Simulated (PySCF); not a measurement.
acetic acid (C₂H₄O₂), SMILES O=C(C)O. Atoms are numbered in the order given.

```xyz
8

C      0.1104     1.3881     0.0000
C     -0.1217    -0.0928     0.0000
O      1.0340    -0.7765     0.0000
O     -1.1928    -0.6378     0.0000
H     -0.8514     1.9116     0.0000
H      0.6983     1.6735     0.8846
H      0.6983     1.6735    -0.8846
H      0.7927    -1.7156     0.0000
```

Coordinates come from a PBE0-D3(BJ)/def2-SVP optimisation. The values are those of a single conformer.

Method: PySCF with PBE/def2-TZVPD.

The molecule is in vacuum.

Computed frontier levels, gap, dipole moment and polarisability:
| Item | Value |
|---|---|
| highest occupied level | -6.50 eV |
| lowest empty level | -1.06 eV |
| orbital gap | 5.44 eV |
| dipole moment | 1.74 D |
| quadrupole, principal values (traceless, Buckingham form, about the centre of nuclear charge) | -7.77, 0.61, 7.16 D·Å |
| mean static polarisability | 36.0 bohr³ (5.34 Å³) |
| polarisability, principal values | 27.6, 38.8, 41.7 bohr³ |
